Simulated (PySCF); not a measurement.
Excitations are Tamm–Dancoff values on a coarser integration grid. The basis has no diffuse functions, so Rydberg states are missing or too high.

Cartesian coordinates (Å):
SMILES: C#CC
```xyz
7

C      1.6793    -0.2464    -0.5196
C      0.4913    -0.0721    -0.3608
C     -0.9339     0.1370    -0.1703
H      2.7290    -0.4004    -0.6600
H     -1.1797     0.2377     0.8976
H     -1.5147    -0.7071    -0.5715
H     -1.2714     1.0513    -0.6813
```
Charge 0, spin multiplicity 1.

Q: What total energy, S1–T1 gap (TDA), LUMO, dipole moment, T1 excitation (TDA), HOMO–LUMO gap, S1 excitation (TDA) and HOMO does PBE-D3(BJ)/def2-TZVP run with PySCF give?

A: 
```yaml
total_energy: -116.5378 Ha
S1–T1 gap (TDA): 1.26 eV
LUMO: 0.18 eV
dipole_moment: 0.86 D
T1 excitation (TDA): 5.37 eV
HOMO–LUMO gap: 6.63 eV
S1 excitation (TDA): 6.63 eV
HOMO: -6.45 eV
```
